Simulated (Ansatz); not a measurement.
Results of PBE0 (PAW; Ansatz, a quantum-chemistry and plane-wave program) for zinc-blende BeSe.

Settings: plane-wave cutoff 460 eV, 8×8×8 k mesh, Fermi–Dirac smearing 0.01 eV, scalar-relativistic PAW data made under PBE.

Energies at three volumes about the minimum:

| V (Å³/atom) | E − E_lowest (meV/atom) |
|---|---|
| 16.618 | 2.76 |
| 17.003 | 0.00 |
| 17.470 | 2.60 |

Problem. Fit a parabola by hand: where is the minimum, what lattice constant follows, and what is the bulk modulus?

Solution. Slopes: (0.00 − 2.76)/(17.003 − 16.618) = -7.169 and (2.60 − 0.00)/(17.470 − 17.003) = 5.567 meV/Å³. Curvature E″ = 2 × (5.567 − (-7.169))/(17.470 − 16.618) = 29.897 meV/Å⁶. From the middle of the first interval, the slope vanishes at V0 = 16.8105 − (-7.169)/29.897 = 17.050 Å³/atom. B = V0 E″ = 17.050 × 29.897 meV/Å³ × 0.1602 GPa per meV/Å³ = 81.7 GPa. With 8 atoms in the cube, a = (8 × 17.050)^(1/3) = 5.148 Å. The full Birch–Murnaghan fit to all volumes gives V0 = 17.042 Å³/atom and B0 = 81.1 GPa.

Measured, for comparison: bulk modulus 92.2 GPa (temperature not stated, not corrected to a static lattice; as tabulated in Inakpenu et al., APS March Meeting 2017, C27.9); lattice constant a 5.139 Å (temperature not stated, not corrected to a static lattice; as tabulated in Bernardini et al. (2000), arXiv:cond-mat/0007180). Computed less measured: bulk modulus -12 %.
